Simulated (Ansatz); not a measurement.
**C3H4S3: up Jacob's ladder to CCSD(T)**

Aim: compute C3H4S3 with functionals from several rungs and with coupled cluster. The yardstick is the atomisation energy at the CCSD(T) limit.

Program: Ansatz 0.2.0, Gaussian basis. Level of theory: functionals in def2-TZVPP, the program's frozen cores in correlated methods. These are calculated values, not measurements.

Plan: LDA (SPW92), PBE-D4, revPBE-D4, BLYP-D4, r2SCAN-D4, B97M-V, PBE0-D4, B3LYP-D4, r2SCANh-D4, r2SCAN0-D4, HSE06-D4, BHLYP-D4, CAM-B3LYP-D4, LC-ωPBE, ωB97X-V, ωB97M-V, B2PLYP, PBE-QIDH; CCSD(T)/def2-SVP; CCSD(T)/def2-TZVPP; MP2/def2-QZVPP; extrapolation to the limit; RPA on PBE.

**1. Structure used throughout**

An earlier PBE0-D4 in a triple-zeta def2 set relaxation fixed the geometry.

SMILES `S=C1SCCS1`, 10 atoms, charge 0, spin multiplicity 1.

Atoms are counted from 1 here; the program's logs count them from 0.

Bond lengths: S1–C2 1.625 Å, C2–S3 1.740 Å, C2–S6 1.740 Å, S3–C4 1.806 Å, C4–C5 1.513 Å, C4–H7 1.092 Å, C4–H8 1.092 Å, C5–S6 1.806 Å, C5–H9 1.092 Å, C5–H10 1.092 Å. Angles: S1–C2–S3 123.2°, S1–C2–S6 123.2°, S3–C2–S6 113.6°, C2–S3–C4 97.0°, S3–C4–C5 107.5°, S3–C4–H7 108.3°, S3–C4–H8 108.9°, C5–C4–H7 111.6°, C5–C4–H8 111.3°, H7–C4–H8 109.1°, C4–C5–S6 107.5°, C4–C5–H9 111.3°, C4–C5–H10 111.6°, S6–C5–H9 108.9°, S6–C5–H10 108.3°, H9–C5–H10 109.1°, C2–S6–C5 97.0°.

**2. LDA**

This LDA is Slater exchange with PW92 correlation.

File in.yaml:

```yaml
crystal:
  periodic: [false, false, false]
  atoms:
    - {symbol: S, position_ang: [-1.204484, 2.062742, 2.367861]}
    - {symbol: C, position_ang: [-0.622356, 1.065894, 1.223524]}
    - {symbol: S, position_ang: [-0.770047, -0.665666, 1.303265]}
    - {symbol: C, position_ang: [0.358154, -1.046389, -0.054837]}
    - {symbol: C, position_ang: [0.220991, 0.054565, -1.083645]}
    - {symbol: S, position_ang: [0.207828, 1.628643, -0.197960]}
    - {symbol: H, position_ang: [0.082189, -2.019060, -0.466668]}
    - {symbol: H, position_ang: [1.376214, -1.100304, 0.336262]}
    - {symbol: H, position_ang: [-0.709511, -0.041519, -1.646895]}
    - {symbol: H, position_ang: [1.061011, 0.061103, -1.780908]}
basis:
  gaussian: {orbitals: def2-TZVPP}
hamiltonian: {xc: lda}
output: {orbitals: {seedname: orbitals}}
```

Launch:

```console
$ ansatz run in.yaml --threads 4 --pin off --events-out ev --progress --plain --max-ram 10444MiB
```

Further steps of the session: PBE-D4 (GGA); revPBE-D4 (GGA); BLYP-D4 (GGA); r2SCAN-D4 (meta-GGA); B97M-V (meta-GGA); B3LYP-D4 (hybrid); r2SCANh-D4 (hybrid); r2SCAN0-D4 (hybrid); HSE06-D4 (hybrid); BHLYP-D4 (hybrid); CAM-B3LYP-D4 (range-separated); LC-ωPBE (range-separated); ωB97X-V (range-separated); ωB97M-V (range-separated); B2PLYP (double hybrid); PBE-QIDH (double hybrid); CCSD(T) in def2-SVP; CCSD(T) in def2-TZVPP; MP2 in def2-QZVPP; RPA on PBE orbitals.

Q: Predict the results of all the runs planned. Wanted: atomisation energy, CCSD(T)/CBS; farthest beyond LDA; mean size of error, GGA; mean size of error, meta-GGA; mean size of error, hybrid; mean size of error, range-separated; mean size of error, double hybrid; gap, smallest and largest; T1 diagnostic.

As calculated:

| quantity | value |
| --- | --- |
| atomisation energy, CCSD(T)/CBS | 3860.1 kJ/mol |
| functionals within 19.3 kJ/mol (0.5 %) | BLYP-D4, B3LYP-D4, CAM-B3LYP-D4 |
| farthest beyond LDA | PBE-D4 (+184.0 kJ/mol) |
| mean size of error, GGA | 93.5 kJ/mol |
| mean size of error, meta-GGA | 56.7 kJ/mol |
| mean size of error, hybrid | 62.4 kJ/mol |
| mean size of error, range-separated | 25.5 kJ/mol |
| mean size of error, double hybrid | 35.3 kJ/mol |
| gap, smallest and largest | 2.56 eV (LDA (SPW92)), 9.21 eV (LC-ωPBE) |
| T1 diagnostic | 0.0160 |
| triples share of the correlation energy | 5.3 % |

**Reading.** LDA overbinds by 722.4 kJ/mol (19 %). PBE-D4 misses by +184.0 kJ/mol. Double hybrids carry the basis error of their MP2 part in triple zeta, and no dispersion term here, so their miss is partly the set-up's. Taken by rung, range-separated functionals do best (25.5 kJ/mol on average) and GGA ones worst beyond LDA (93.5 kJ/mol). The reference freezes the cores and leaves out relativity and excitations past (T), so misses under about 19.3 kJ/mol can't be ranked. Hartree-Fock recovers 68 % of the binding; the rest is correlation. CCSD(T) in def2-SVP is off by -257.9 kJ/mol, worse than the median functional, from the basis alone. Orbital gaps span 2.6 to 9.2 eV; exact exchange widens them.
